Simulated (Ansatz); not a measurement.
in.yaml

```yaml
crystal:
  periodic: [false, false, false]
  atoms:
    - {symbol: Ge, position_ang: [0.000000, 0.000000, 0.000000]}
    - {symbol: As, position_ang: [0.000000, 0.000000, 2.531100]}
basis:
  gaussian: {orbitals: STO-3G}
magnetization: {spin_polarized: false, initial_magnetization: 5}
correlation: {method: sc_nevpt2, electrons: valence, active_space: {window: {electrons: 15, orbitals: 10}}}
```

```sh
$ ansatz run in.yaml --threads 1 --pin off --events-out ev --progress --plain --max-ram 2393MiB
```

The program prints:

```
344 factors; integrals over basis functions are off by at most 9.4e-6 eV
mean field evaluation 1: about -115945.1087 eV, gradient 4.4e0 eV
mean field evaluation 2: about -115945.1186 eV, gradient 4.4e0 eV
mean field evaluation 4: about -115945.4488 eV, gradient 4.5e-1 eV
mean field evaluation 8: about -115945.4689 eV, gradient 6.8e-3 eV
mean field -115945.46885987 eV, -4260.9173899389 hartree, gradient 1.4e-6 eV, S^2 8.750000; 0 other end points of the search recorded, 0 dependent functions left out
reference -115945.46885987 eV, -4260.9173899389 hartree; 35, 30 occupied and 1, 6 virtual orbitals, 344 factors
state -115945.48396501 eV, -4260.9179450423 hartree
state -115945.48396501 eV, -4260.9179450423 hartree; corrected -115945.85243296 eV, -4260.9314859897 hartree
WARN: 3 active orbitals are nearly empty or full. The corrections depend on them more than the energy does, and are more stable in an active space without them
Total energy: -115945.85243296 eV, -4260.9314859897 hartree
```

Natural occupations: 2.0000 2.0000 2.0000 1.9993 1.9992 1.0004 1.0004 1.0004 1.0004 1.0001.

Ran on 1 thread of Arm Neoverse V2, shared host: 2.5 s wall, 0.1 GiB peak host memory.
